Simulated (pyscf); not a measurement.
## Concerted two-bond exchange: Cl–Sn:–Cl [singlet] + H₂S → S=Sn(Cl)–Cl + hydrogen (H₂)

Gas phase, singlet surface, charge 0. Bonds broken: S4–H5, S4–H6. Bonds formed: Sn2–S4, H5–H6. Optimised with ωB97X-D3(BJ)/def2-SVP in PySCF.

Transition state (Å):

```xyz
6

Cl     1.6381     2.2509    -1.7815
Sn     0.2032     1.7355     0.0152
Cl     1.6608     2.1628     1.8166
S     -0.9472    -0.4947    -0.0386
H     -0.8920    -2.1367    -0.5101
H     -0.8934    -2.1628     0.3346
```

One imaginary mode, 860i cm⁻¹; descent along it reached the two sides named, in the forms told below.

| bond | change | reactant side (Å) | saddle | product side |
|---|---|---|---|---|
| S4–H5 | breaks | 1.350 | 1.709 | 3.6 |
| S4–H6 | breaks | 1.350 | 1.710 | 3.7 |
| Sn2–S4 | forms | 2.9 | 2.510 | 2.190 |
| H5–H6 | forms | 1.960 | 0.845 | 0.760 |

Electronic energies relative to the separated reactants (kcal/mol):

```json
[
 {"level": "ωB97X-D3(BJ)/def2-TZVP", "barrier": "57.5", "reaction energy": "+23.2", "reverse barrier": "34.3"},
 {"level": "PBE/def2-TZVP", "barrier": "47.9", "reaction energy": "+26.3", "reverse barrier": "21.6"},
 {"level": "r²SCAN/def2-TZVP", "barrier": "51.2", "reaction energy": "+24.5", "reverse barrier": "26.7"},
 {"level": "B3LYP-D3(BJ)/def2-TZVP", "barrier": "53.7", "reaction energy": "+28.5", "reverse barrier": "25.2"},
 {"level": "PBE0-D3(BJ)/def2-TZVP", "barrier": "52.8", "reaction energy": "+26.3", "reverse barrier": "26.5"},
 {"level": "M06-2X/def2-TZVP", "barrier": "55.6", "reaction energy": "+22.5", "reverse barrier": "33.1"},
 {"level": "ωB97M-D3(BJ)/def2-TZVP", "barrier": "60.1", "reaction energy": "+29.6", "reverse barrier": "30.5"},
 {"level": "HF/def2-TZVP", "barrier": "75.2", "reaction energy": "+32.3", "reverse barrier": "42.9"}
]
```

With ωB97M-D3(BJ)/def2-TZVP energies and thermal terms (ideal gas, 1 atm, RRHO with modes under 100 cm⁻¹ raised to 100, one conformer, R ln 2 for chiral ones without a mode under 150 cm⁻¹), in kcal/mol:

```json
[
 {"T (K)": "298", "ΔH‡": "58.5", "ΔG‡": "68.4", "ΔH": "+28.1", "ΔG": "+30.7"},
 {"T (K)": "600", "ΔH‡": "59.4", "ΔG‡": "78.2", "ΔH": "+29.2", "ΔG": "+33.0"},
 {"T (K)": "900", "ΔH‡": "60.4", "ΔG‡": "87.4", "ΔH": "+30.1", "ΔG": "+34.7"},
 {"T (K)": "1200", "ΔH‡": "61.3", "ΔG‡": "96.2", "ΔH": "+30.7", "ΔG": "+36.2"}
]
```

On the reactant side the descent ends in an adduct with a S–Sn contact, 14.3 kcal/mol under the separated species and 71.8 kcal/mol under the saddle at ωB97X-D3(BJ)/def2-TZVP. What is counted as formed (S–Sn) is already present as a longer contact in the reactant adduct; forming that adduct is a step of its own. The same reactants have a lower exit, to HCl + HS–Sn:–Cl [singlet] (highest point, the separated products, at +8.4 kcal/mol at ωB97M-D3(BJ)/def2-TZVP, against +60.1 kcal/mol here). This is the saddle that the search found; another between the same sides may lie lower. Elements past Kr carry the def2 core potentials, without spin-orbit coupling.
